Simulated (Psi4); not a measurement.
An input for CH7BO (SMILES [BH3-][OH+]C)

CH7BO has 10 atoms, charge 0, and is taken as a singlet. SMILES: `[BH3-][OH+]C`. The shape is that of a GFN2-xTB, rattled optimisation. The run starts from this shape.

```xyz
10

B    -1.0630    0.4781   -0.7027
O     0.5972    0.0407   -0.3969
C     0.8169   -0.6265    0.7924
H    -1.6251   -0.6146   -0.6953
H    -1.0039    0.9627   -1.7153
H    -1.3199    1.1447    0.3008
H     1.0161    0.8893   -0.4690
H     0.2653   -1.5015    0.7849
H     0.5468   -0.0188    1.5803
H     1.8990   -0.8375    0.8131
```

Settings wanted:

```json
{
 "task": "optimise",
 "method": "DFT",
 "functional": "PBE",
 "dispersion": "D4",
 "basis set": "def2-SVP",
 "reference": "RKS",
 "integrals": "df",
 "integral approximation": "program's default",
 "frozen core orbitals": "0",
 "integration grid": "75 radial × 302 angular",
 "symmetry": "c1",
 "threads": "2",
 "geom maxiter": "60",
 "max force g convergence": "0.0005"
}
```

Task: Give a Psi4 1.11 job that does this.

Result: This one ran through:

job.dat:
```
memory 3300 mb

molecule {
  0 1
  B     -1.062978     0.478081    -0.702669
  O      0.597182     0.040711    -0.396943
  C      0.816913    -0.626542     0.792389
  H     -1.625095    -0.614619    -0.695269
  H     -1.003940     0.962710    -1.715266
  H     -1.319918     1.144691     0.300840
  H      1.016065     0.889347    -0.468960
  H      0.265325    -1.501491     0.784908
  H      0.546840    -0.018835     1.580329
  H      1.899033    -0.837514     0.813138
  symmetry c1
}

set basis def2-SVP
set scf_type df
set geom_maxiter 60
set max_force_g_convergence 0.0005

result = optimize("pbe-d4")
```

```bash
$ psi4 job.dat job.out -n 2
```

Calculated total energy at the end of the run: -142.05512 Eh.
